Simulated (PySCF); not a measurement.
# Orbital picture of LiN

TPSS at R = 1.856 Å; Li cc-pVTZ, N cc-pVTZ; no relativity (PySCF 2.14). State: ³Σ⁻ (triplet), unpaired electrons π ↑↑. Only the outer orbitals are listed, counted within each symmetry.

```tsv
spin	orbital	occ.	ε (eV)	on Li (%)	main shells (%)
α	2σ	1	-51.84	99	99 Li s
α	3σ	1	-16.49	7	93 N s
α	1π	1	-5.14	9	90 N p
α	1π	1	-5.14	9	90 N p
α	4σ	1	-4.09	14	84 N p
α	5σ	0	-1.73	98	77 Li s, 21 Li p
α	2π	0	-0.12	97	94 Li p
α	2π	0	-0.12	97	94 Li p
β	2σ	1	-51.84	99	99 Li s
β	3σ	1	-13.43	11	89 N s
β	4σ	1	-3.36	17	81 N p, 10 Li s
β	1π	0	-1.73	37	63 N p, 34 Li p
β	1π	0	-1.73	37	63 N p, 34 Li p
β	5σ	0	-1.62	97	71 Li s, 26 Li p
```

Q: Which are the highest filled and the lowest empty level, where do they sit, and how wide is the gap?

A: Highest filled β 4σ at -3.36 eV (in %: 81 N p, 10 Li s); lowest empty α 5σ at -1.73 eV (in %: 77 Li s, 21 Li p); the gap at TPSS is 1.63 eV.

```json
{"bond order (Mayer)": "1.16", "⟨S²⟩": "2.006", "charge on Li (Mulliken, basis-dependent)": "0.33", "charge on Li (Löwdin, basis-dependent)": "0.11", "dipole moment (positive dipole means Li(−)N(+))": "-6.41 D"}
```

The state is the lowest determinant that a PBE0 search found; another state may lie lower at other levels.
